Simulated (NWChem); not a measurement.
Program: NWChem. System: ammonia (H3N), charge 0, spin multiplicity 1, at a geometry optimised with PBE0/def2-SVP. Level: G0W0@PBE/def2-TZVPP, RI basis def2-tzvpp-rifit.

Job file:

```
start mol
memory heap 200 mb stack 700 mb global 1700 mb
geometry units angstroms nocenter noautoz
  N      0.001516     0.121561     0.000000
  H     -0.471437    -0.277805     0.810490
  H     -0.471437    -0.277805    -0.810490
  H      0.932260    -0.295316     0.000000
  symmetry group Cs
end
basis spherical
  * library def2-tzvpp
end
basis "ri basis" bse spherical
  * library def2-tzvpp-rifit
end
dft
  xc xpbe96 cpbe96
  iterations 100
  direct
  tolerances tight
end
task dft energy
gw
  states alpha occ 4 vir 2
end
task dft gw
```

NWChem printed:

```
             Northwest Computational Chemistry Package (NWChem) 7.3.0
             --------------------------------------------------------

                                NWChem Input Module
                                -------------------

 Scaling coordinates for geometry "geometry" by  1.889725989
 (inverse scale =  0.529177249)

 Turning off AUTOSYM since
 SYMMETRY directive was detected!

                             Geometry "geometry" -> ""
                             -------------------------

 Output coordinates in angstroms (scale by  1.889725989 to convert to a.u.)

  No.       Tag          Charge          X              Y              Z
 ---- ---------------- ---------- -------------- -------------- --------------
    1 N                    7.0000     0.00151600     0.12156100     0.00000000
    2 H                    1.0000    -0.47143700    -0.27780500     0.81049000
    3 H                    1.0000    -0.47143700    -0.27780500    -0.81049000
    4 H                    1.0000     0.93226000    -0.29531600     0.00000000

 Effective nuclear repulsion energy (a.u.)      11.8759129821

            Nuclear Dipole moment (a.u.)
            ----------------------------
        X                 Y               Z
 ---------------- ---------------- ----------------
    -0.0000037795     0.0000018897     0.0000000000

      Symmetry information
      --------------------

 Group name             Cs
 Group number              2
 Group order               2
 No. of unique centers     3

      Symmetry unique atoms

     1    2    4


 Summary of "ao basis" -> "" (spherical)
 ------------------------------------------------------------------------------
       Tag                 Description            Shells   Functions and Types
 ---------------- ------------------------------  ------  ---------------------
 *                         def2-tzvpp                 on all atoms

 new library libraries.bse/

 Summary of "ri basis" -> "" (spherical)
 ------------------------------------------------------------------------------
       Tag                 Description            Shells   Functions and Types
[...]
           0.040791268129           9.456133911585           0.000000000000
           0.000000000000           0.000000000000           6.186497570801

     Multipole analysis of the density
     ---------------------------------

     L   x y z        total         alpha         beta         nuclear
     -   - - -        -----         -----         ----         -------
     0   0 0 0     -0.000000     -5.000000     -5.000000     10.000000

     1   1 0 0     -0.008084     -0.004040     -0.004040     -0.000004
     1   0 1 0     -0.648070     -0.324036     -0.324036      0.000002
     1   0 0 1      0.000000      0.000000      0.000000      0.000000

     2   2 0 0     -4.743086     -4.717072     -4.717072      4.691059
     2   1 1 0     -0.026106      0.008527      0.008527     -0.043161
     2   1 0 1      0.000000      0.000000      0.000000      0.000000
     2   0 2 0     -6.835361     -4.033693     -4.033693      1.232025
     2   0 1 1     -0.000000     -0.000000     -0.000000      0.000000
     2   0 0 2     -4.742749     -4.717185     -4.717185      4.691622

 Task  times  cpu:        1.0s     wall:        1.0s

                                NWChem Input Module
                                -------------------

                                 NWChem GW Module
                                 ----------------

                             ***********************
                             ***        GW       ***
                             ***********************

 Summary of "ri basis" -> "ri basis" (spherical)
 ------------------------------------------------------------------------------
       Tag                 Description            Shells   Functions and Types
 ---------------- ------------------------------  ------  ---------------------
 N                      def2-tzvpp-rifit            22       76   8s6p4d3f1g
 H                      def2-tzvpp-rifit            10       30   4s3p2d1f

                 Memory Information
                 ------------------
          Available GA per process is          1700.0 MBs
          Available stack per process is        700.0 MBs
          Available heap per process is           0.0 MBs

          Peak memory in Initialization
              Peak GA per process is                  0.9 MBs
              Peak stack per process is               0.1 MBs
              Peak heap per process is                1.0 MBs
              Memory not in MA per process            0.0 MBs

          Peak memory in AFF Calculation
              Peak GA per process is                  1.9 MBs
              Peak stack per process is               0.9 MBs
              Peak heap per process is                0.0 MBs
              Memory not in MA per process            0.9 MBs

          Computing 2-center integrals
          Computing Inverse Cholesky factor
          Computing 3-center integrals
          Computing V_xc ...

          Computing Sigma_x
          Computing RPA polarizability
          Solving quasiparticle equations

                  Alpha Orbitals
          State     Energy (eV)     Error (eV)
          -----------------------------------
@GW         2        -26.010           0.000
@GW         3        -15.900           0.002
@GW         4        -15.900           0.002
@GW         5        -10.298           0.003
@GW         6          2.828           0.002
@GW         7          5.244           0.002

   Applying  -4.2170 eV scissor-shift to rest of particle states

   Applying   2.6537 eV scissor-shift to rest of hole states

     GW Timing Statistics
   ------------------------
   Init.   :          0.0s
     ERIs  :          0.1s
     Distr.:          0.0s
     Vxc   :          0.1s
   Sigma_x :          0.0s
   RPA     :          0.0s
   Wmn     :          0.0s
   Sigma_c :          0.0s
   GW total:          0.2s

 Task  times  cpu:        0.2s     wall:        0.2s

 Total times  cpu:        1.2s     wall:        1.2s
```
